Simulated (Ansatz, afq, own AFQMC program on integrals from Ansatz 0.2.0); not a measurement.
# Where AFQMC and coupled cluster stand for AlHO, singlet

```xyz
3

Al    0.0000    0.0000   -0.0891
O     0.0000    0.0000   -1.3901
H     0.0000    0.0000    1.4792
```

Connectivity, by distances: AlH–O.

Basis cc-pVDZ. Noble-gas cores (and the filled d shells of Ga–Kr and In–Xe) are frozen. AFQMC by an in-house program on the Cholesky factors that Ansatz 0.2.0 writes for its CCSD(T) run. ph-AFQMC/CISD is guided by a CISD state made of CCSD amplitudes; releasing the constraint for a short imaginary time cuts its bias at the price of noise, slowly where states lie close. Uncertainties: one standard error, sampling alone.

Determinant: RHF, the one that the program's search chose, which needn't be the lowest solution. The geometry is a point of a scan.

No full CI on the walks' own integrals is used here; CCSDT(Q) serves as the reference and is uncertain by about the last step of the cluster series.

Cautions: higher spins were not checked; raised T1 diagnostic (T1 0.026, weight of the determinant 0.90, largest double 0.04).

* T1 diagnostic: 0.0260
* weight of the determinant in the CISD state: 0.901
* size of the correlated space: 10 electrons in 31 orbitals

```tsv
level	correlation energy (eV)
MP2	-6.6306
CCSD	-6.8630
CCSD(T)	-7.0522
```

Estimate where AFQMC with the constraint released lies against CCSD(T) on the same integrals.

5.9 ± 2.1 kJ/mol below CCSD(T).

Reference: CCSDT(Q), correlation energy -7.100 eV. The released energy is read at 2.40 1/Eh (meV from the phaseless value at times in 1/Eh: 6 ± 16 at 0.24, -2 ± 13 at 0.51, -29 ± 13 at 0.99, -2 ± 14 at 1.62, -24 ± 22 at 2.40).

```csv
level,E − E(reference) (kJ/mol),share of correlation (%)
CCSD(T),4.6,99.33
CCSDT,2.8,99.59
ph-AFQMC/HF,-7.8 ± 8.6,101.14
ph-AFQMC/CISD,1.1 ± 1.5,99.84
released AFQMC,-1.2 ± 2.1,100.18
```

A walk keeps the symmetry of its determinant, which the program's search chose and which needn't be the lowest solution, so a lower state of the same spin and another symmetry isn't excluded. Released energies are given only where the last usable release times agree within the noise; a slower fall can still hide under it.
